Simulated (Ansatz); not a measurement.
# Fluorite SrCl2

Computed with G0W0@PBE in Ansatz (hard PAW, contour deformation, complete-basis limit).

Run with largest k mesh 8×8×8 (not extrapolated in the mesh).

Cell: measured lattice: a = 6.9744 Å, b = 6.9744 Å, c = 6.9744 Å, α = 90.00°, β = 90.00°, γ = 90.00°.

* **band gap**: 7.71 eV

Note: cell and atoms aren't relaxed at this level; the gap holds a correction of +0.31 eV to the complete basis.

Spin–orbit coupling is not included.

Ansatz is a program for electronic structure.
